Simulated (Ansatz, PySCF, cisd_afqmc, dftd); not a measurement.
Species: C2H2Cl, charge 0, doublet. C2H2Cl (SMILES [CH]=CCl, doublet).
B3LYP-D3(BJ)/def2-TZVP minimum from Ansatz (a first-principles code):
```
C
C 1 1.2939
H 2 1.0745 1 142.67
H 1 1.0812 2 125.45 3 180.00
Cl 1 1.7731 4 111.99 2 -180.00
```
Charge 0, spin multiplicity 2.

Quantity: enthalpy of formation at 298 K (by atomisation, with ideal-gas terms from PySCF's Hessian at B3LYP-D3(BJ)/def2-TZVP and the atoms' measured values of the G2/97 table; no spin-orbit terms), in kcal/mol. UHF or UKS for unpaired electrons; spin-orbit terms are left out. Correlated methods leave the cores frozen. Rows without X2C or -DK are non-relativistic. AFQMC/CISD: phaseless, guided by CISD from CCSD amplitudes; bars are statistical, one sigma. Outlying blocks are dropped, and bars are widened where a walk drifts. Over all cases where full CI ran beside it in this data, AFQMC minus full CI had a median of +0.1 mEh and passed +0.4 mEh in a tenth of the cases. CBS(X,Y): correlation extrapolated as X^-3, Hartree-Fock from the larger set (Q,5: extrapolated as (X+1)exp(-9√X)). A bracket is a step between two methods taken in the basis named. The functionals are non-relativistic, so their misses hold any scalar relativity. Double hybrids freeze cores in their MP2 part. 'core' is core correlation in cc-pwCVTZ (1s frozen past Ne), 'X2C' scalar relativity in cc-pVTZ-DK, both at CCSD(T). Where a partner has so few electrons that a lower coupled-cluster level is exact, that level stands in. The UHF reference of C2H2Cl ([CH]=CCl, doublet) is spin-contaminated (<S^2> up to 0.20 over the pure value in the sets run).

```
level                                                                                        program  enthalpy of formation at 298 K (kcal/mol)  difference against the last row
------------------------------------------------------------------------------------  --------------  -----------------------------------------  -------------------------------
HF/cc-pV(D+d)Z                                                                                Ansatz                                      190.0                            125.9
HF/aug-cc-pV(Q+d)Z                                                                            Ansatz                                      182.2                            118.1
PBE-D4/def2-TZVPD                                                                     Ansatz + dftd4                                       44.7                            -19.4
PBE0/def2-TZVPD                                                                               Ansatz                                       58.2                             -5.9
r2SCANh-D4/def2-TZVPD                                                                 Ansatz + dftd4                                       61.5                             -2.6
wB97M-V/def2-TZVPD                                                                            Ansatz                                       64.1                              0.0
B2PLYP-D4/def2-TZVPD                                                                  Ansatz + dftd4                                       68.5                              4.4
B2GP-PLYP-D4/def2-TZVPD                                                               Ansatz + dftd4                                       71.0                              6.9
MP2/cc-pV(Q+d)Z                                                                               Ansatz                                       67.8                              3.7
CCSD(T)/aug-cc-pV(Q+d)Z                                                                       Ansatz                                       70.5                              6.4
CCSD(T)/cc-pV(Q+d)Z                                                                           Ansatz                                       71.8                              7.7
CCSDT(Q)/aug-cc-pV(D+d)Z                                                                      Ansatz                                       98.5                             34.4
CCSDT(Q)/cc-pV(D+d)Z                                                                          Ansatz                                      101.7                             37.6
AFQMC/CISD/cc-pV(D+d)Z                                                                    cisd_afqmc                                101.7 ± 0.3                             37.6
CCSD(T)/CBS(cc-pV(Q+d)Z,cc-pV(5+d)Z) + [CCSDT(Q) - CCSD(T)]/cc-pV(D+d)Z + core + X2C          Ansatz                                       64.1                              0.0
```
